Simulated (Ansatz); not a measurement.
Two isomers of C2H6B: A = `C[B]C`•, B = `[BH]CC`•.

Isolated molecules relaxed with PBE0-D4/def2-TZVP in Ansatz; ΔE leaves out vibrations. CBS: MP2 limit from def2 TZ/QZ plus the TZ coupled-cluster correction, frozen cores. This one scheme is used for every species. DFT in def2-TZVPP. B3LYP here is the variant with VWN-RPA as its local correlation; programs differ in this. No spin–orbit coupling; open shells (•) take unrestricted orbitals.

A:

```xyz
9

C    -1.115    0.637    0.561
B    -0.299    0.077   -0.625
C     1.043   -0.689   -0.629
H    -0.993    0.068    1.492
H    -2.178    0.777    0.357
H    -0.708    1.643    0.751
H     1.239   -1.255    0.290
H     1.185   -1.340   -1.494
H     1.826    0.082   -0.703
```

B:

Z-matrix (Å, degrees):
```
C
C 1 1.524
B 1 1.537 2 119.1
H 1 1.103 2 110.9 3 123.1
H 1 1.103 2 110.9 3 -123.1
H 2 1.093 1 111.8 3 -180.0
H 2 1.092 1 110.9 3 59.6
H 2 1.092 1 110.9 3 -59.5
H 3 1.197 1 127.6 2 -180.0
```

**Question.** Which isomer does CCSD(T)/CBS put lower? Give the gap. (Best estimate.)

**Answer.** Computed: A, by 62.3 kJ/mol.

**Question.** Give E(B) − E(A) in kJ/mol with MP2/def2-TZVPP, BLYP-D4, B3LYP, CCSD(T)/def2-TZVPP, r2SCAN-D4, B2PLYP, CCSD(T)/def2-SVP. (An estimate is asked.)

**Answer.** Ansatz gave: MP2/def2-TZVPP 61.7, BLYP-D4 66.9, B3LYP 66.6, CCSD(T)/def2-TZVPP 61.0, r2SCAN-D4 71.2, B2PLYP 64.5, CCSD(T)/def2-SVP 56.9. None reverses the order clearly.

**Question.** Does the order hold for the free energy at 298.15 K (harmonic terms from PBE0-D4)? (An estimate is asked.)

**Answer.** The calculation gave: Yes: G(B) − G(A) = +62.5 kJ/mol.

Largest T1 diagnostic: 0.012.

From BLYP to BHLYP (50 % exact exchange), in def2-TZVPP and without D4, E(B) − E(A) moves by −4.6 kJ/mol. Leaving LDA and LC-ωPBE aside and taking each functional with its dispersion term where it has one, the values, not all of them listed here, spread over 10.4 kJ/mol, from ωB97X-V to B97M-V.
